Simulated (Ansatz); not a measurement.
## Ansatz (development build ahead of 0.2.0) run

```yaml
crystal:
  periodic: [false, false, false]
  atoms:
    - { symbol: H, position_ang: [0.0, 0.0, -3.4] }
    - { symbol: Mg, position_ang: [0.0, 0.0, 0.0] }
    - { symbol: H, position_ang: [0.0, 0.0, 3.4] }
basis:
  gaussian: { orbitals: def2-SVP }
magnetization:
  spin_polarized: true
hamiltonian:
  xc: pbe0
scf:
  omitted_lower_state_checks: [starts, atomic_configurations, cluster_reference, orbital_swaps, given_window_search, neighbouring_geometries, increment]
output:
  forces: true
```

The input is written out in the form of the current development build from the run's settings.

The run gave:

```json
{
 "Converged": "yes",
 "Total energy": "-200.89451 hartree",
 "Spin squared of the determinant": "1.027",
 "Stability test": "minimum"
}
```

Forces (eV/Å):
```tsv
atom	Fx	Fy	Fz
H1	0.000	0.000	0.202
Mg2	0.000	0.000	0.000
H3	0.000	0.000	-0.202
```

Caution: charge can spread falsely over distant fragments; the unrestricted determinant is a mixture of spin states.
